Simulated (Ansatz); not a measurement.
H2P (SMILES [PH2]) moved off its minimum; all values from Ansatz (a quantum-chemistry and plane-wave program), cores frozen in correlated methods. Open shells are unrestricted.
(charge 0, multiplicity 2)
```xyz
3

P      0.00319     0.14964     0.12140
H     -1.10206    -0.87240     0.07568
H      1.04140    -0.81276     0.06536
```

Q: Give the forces (eV/Å), the total energy and the dipole at CCSD(T)/aug-cc-pV(T+d)Z.

A: 
| atom | Fx | Fy | Fz |
|---|---|---|---|
| P1 | -1.101 | -0.699 | -0.029 |
| H2 | 1.163 | 0.865 | 0.037 |
| H3 | -0.061 | -0.167 | -0.008 |
Energy -342.0593 hartree, dipole 0.52 D.
